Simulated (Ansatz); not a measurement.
# AlH2O (doublet): from Hartree-Fock to the top rungs, cc-pVDZ

How much of the correlation energy of AlH2O (doublet) does each wave-function method recover here?

Computed with Ansatz 0.2.0, Gaussian basis. Level: cc-pVDZ, core rule «outside noble gas», up to 6 orbitals frozen.

To be run: UHF; CCSD(T) on ROHF; CCSD(T) on UHF; BCCD(T) on ROHF; CISD; CCSDT(Q) on ROHF; CCSDT(Q) on UHF.

36 further runs of the same task are left out: 16 for a known fault of the program, 7 that didn't finish, 13 set aside as unsound or not needed.

### Step 1. The geometry

The geometry is a PBE0/def2-TZVP stationary point (not a proven minimum).

4 atoms, charge 0, spin multiplicity 2.

Atoms are counted from 1 here; the program's logs count them from 0.

Bond lengths: Al1–O2 1.700 Å, Al1–H3 1.613 Å, O2–H4 0.957 Å. Angles: O2–Al1–H3 118.4°, Al1–O2–H4 124.9°.

Coordinates:

```
Al    0.0000   -0.0790    0.6344
O     0.0000    0.0002   -1.0633
H     0.0000    1.3020    1.4673
H     0.0000    0.8101   -1.5729
```

### Step 2. UHF

File in.yaml:

```yaml
crystal:
  periodic: [false, false, false]
  atoms:
    - {symbol: Al, position_ang: [0.000000, -0.079020, 0.634433]}
    - {symbol: O, position_ang: [0.000000, 0.000201, -1.063260]}
    - {symbol: H, position_ang: [0.000000, 1.302005, 1.467317]}
    - {symbol: H, position_ang: [0.000000, 0.810086, -1.572931]}
basis:
  gaussian: {orbitals: cc-pVDZ}
magnetization: {spin_polarized: true, initial_magnetization: 1}
hamiltonian: {xc: hf}
output: {orbitals: {seedname: orbitals}}
```

Command:

```
ansatz run in.yaml --threads 1 --pin off --events-out ev --progress --plain --max-ram 2393MiB
```

Further steps of the session: CCSD(T) on ROHF; CCSD(T) on UHF; BCCD(T) on ROHF; CISD; CCSDT(Q) on ROHF; CCSDT(Q) on UHF.

Q: Predict the results of all the runs planned. Wanted: UCCSDT(Q) below the RHF energy; RMP2 from UCCSDT(Q); UMP2 from UCCSDT(Q); RCCSD from UCCSDT(Q); RCCSD(T) from UCCSDT(Q); UCCSD(T) from UCCSDT(Q); RCCSDT(Q) from UCCSDT(Q); T1 diagnostic.

The runs gave:

| quantity | value |
| --- | --- |
| UCCSDT(Q) below the RHF energy | -7.1445 eV |
| RMP2 from UCCSDT(Q) | +605.5 meV |
| UMP2 from UCCSDT(Q) | +594.0 meV |
| RCCSD from UCCSDT(Q) | +177.1 meV |
| RCCSD(T) from UCCSDT(Q) | +34.3 meV |
| UCCSD(T) from UCCSDT(Q) | +33.6 meV |
| RCCSDT(Q) from UCCSDT(Q) | +2.2 meV |
| levels within 1 kcal/mol (43 meV) | RCCSD(T), UCCSD(T), BCCD(T), RCCSDT, UCCSDT, RCCSDT(Q) |
| T1 diagnostic | 0.022 |

RCCSD(T) lands +34.3 meV from the yardstick (0.5 % of the correlation energy). These misses are within one basis, not against nature; the frozen cores of restricted and unrestricted runs differ, which can shift their rows.
